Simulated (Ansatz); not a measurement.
A made-up structure of CH3BO, singlet:

| atom | x (Å) | y (Å) | z (Å) |
| --- | --- | --- | --- |
| B1 | 0.3779 | -0.2345 | 0.6634 |
| C2 | -0.4687 | 0.0360 | -0.5919 |
| O3 | 1.2348 | 0.9935 | 0.5744 |
| H4 | -0.0956 | -0.2825 | -1.5316 |
| H5 | -1.3267 | 0.6516 | -0.5000 |
| H6 | 0.5029 | -1.0038 | 1.5089 |

It is relaxed with PBE-D4/def2-SVP and then PBE0-D4/def2-TZVP (Ansatz 0.2.0). Atoms count as bonded within 1.22 times the sum of their covalent radii (H–H: 0.88 Å). The end point is not checked to be a true minimum.

(1) Does its bonding change? (A judgement: the text doesn't fix the answer.)

Answers

(1) Computed: Yes. Formed: C2–O3; broken: none.

Where it ends: The first stage lowers the energy by 2.06 eV in 7 steps. It ends as CH₃BO ([BH]1[CH2][O]1):
B1  (0.361, -0.340, 0.739)
C2  (-0.313, 0.159, -0.517)
O3  (0.810, 0.804, 0.239)
H4  (-0.014, -0.172, -1.507)
H5  (-1.225, 0.748, -0.492)
H6  (0.604, -1.039, 1.662)
(Å)

Labels in which every atom is bracketed show which atoms are joined, not bond orders.

For scale, one of the runs: PBE0-D4/def2-TZVP relaxation, 111 basis functions, launched by `ansatz run in.yaml --threads 2 --pin off --events-out ev --progress --plain --max-ram 4352MiB`. Hardware: 2 CPU threads of an Arm Neoverse V2, shared host. Wall time about 7 s.
